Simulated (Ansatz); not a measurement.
Results of Hartree–Fock in Ansatz (plane waves, PAW) for zinc-blende BeSe.

The run printed, among other lines:

```
WARN output.stress: scf.exx.energy_threshold = 1e-6 eV is looser than the 2e-8 eV advised for a stress under a hybrid functional (1e-8 eV for each atom of the …
Crystal: 2 atoms, lattice volume = 36.226 Å³
Basis set: ecut = 460 eV, 869 PW (Γ), exchange–correlation on 54×54×54 points (8 copies of the dense FFT grid, shifted against one another)
Bands: 13, of which v1, the nominal top of the filled ones, is band 9 counted from 1 (8 counted from 0)
Symmetry: 24 space group operations
Space group: F-43m (ITA 216), of the structure as read, at distance tolerance 3.3e-5 Å
k-points: 29 of 512 (time reversal used)
Functional: x = pbe(κ = 0.804, μ = 0.2195149727645171), c = none, warm-up for x = 0 pbe(κ = 0.804, μ = 0.2195149727645171) + 1 exact, c = none
SCF iter   1: F=—  HF=-5514.590881 eV  |F-HF|=—  |Δ(HF+E_count)|=         —  Δρ=3.29e-3  dr2=3.70e-3
SCF iter   2: F=—  HF=-5514.584110 eV  |F-HF|=—  |Δ(HF+E_count)|=   6.77e-3  Δρ=1.52e-3  dr2=1.07e-3
  ...
Crystal: 2 atoms, lattice volume = 36.226 Å³
Initial density: handed on by an earlier stage of this run
Functional: x = 0 pbe(κ = 0.804, μ = 0.2195149727645171) + 1 exact, c = none
Crystal: 2 atoms, lattice volume = 36.226 Å³
Crystal: 2 atoms, lattice volume = 36.226 Å³
Crystal: 2 atoms, lattice volume = 36.226 Å³
SCF iter   2: F=—  HF=-5521.997260 eV  |F-HF|=—  |Δ(HF+E_count)|=   3.61e-9  Δρ=2.57e-6  dr2=1.02e-9
SCF iter   3: F=-5521.997260 eV  HF=-5521.997260 eV  |F-HF|=1.26e-10  |Δ(HF+E_count)|=  3.35e-10  Δρ=4.04e-7  dr2=1.21e-10
SCF 5 converged in 3 iterations: F = -5521.997260 eV  dr2 = 1.21e-10
Free energy (F): -5521.997260 eV
Internal energy: -5521.997260 eV  (E = F + TS)
E sigma→0 (E₀):  -5521.997260 eV
Fermi energy:    8.351311 eV
--- Stress (GPa, compression-positive) ---
        0.000614      -0.000000      -0.000000
       -0.000000       0.000614       0.000000
       -0.000000       0.000000       0.000614
  P = ⅓ Tr σ = 0.0006 GPa (0.006 kbar)
```

Problem. Write an input file that could have produced this run (the log leaves some choices open).

Solution. Several could match; the one computed here: 
Ansatz 0.2 input:
```yaml
crystal:
  lattice:
    - [0.0, 2.6262209715, 2.6262209715]
    - [2.6262209715, 0.0, 2.6262209715]
    - [2.6262209715, 2.6262209715, 0.0]
  atoms:
    - { symbol: Be, position: [0.0, 0.0, 0.0] }
    - { symbol: Se, position: [0.25, 0.25, 0.25] }
basis:
  ecutwfc: 460
  ecutrho_ratio: 4
  xc_grid: 2
kpoints:
  mp_grid: { grid: [8, 8, 8] }
hamiltonian:
  xc: hf
  dispersion: none
  pseudopotentials: { kind: paw }
scf:
  occupations: { method: fermi_dirac, width: 0.01 }
  convergence: { dr2_threshold: 0.0000000002 }
output:
  forces: true
  stress: true
  eigenvalues: true
```

The PAW data were made under PBE.

Ansatz is a quantum-chemistry and plane-wave program.
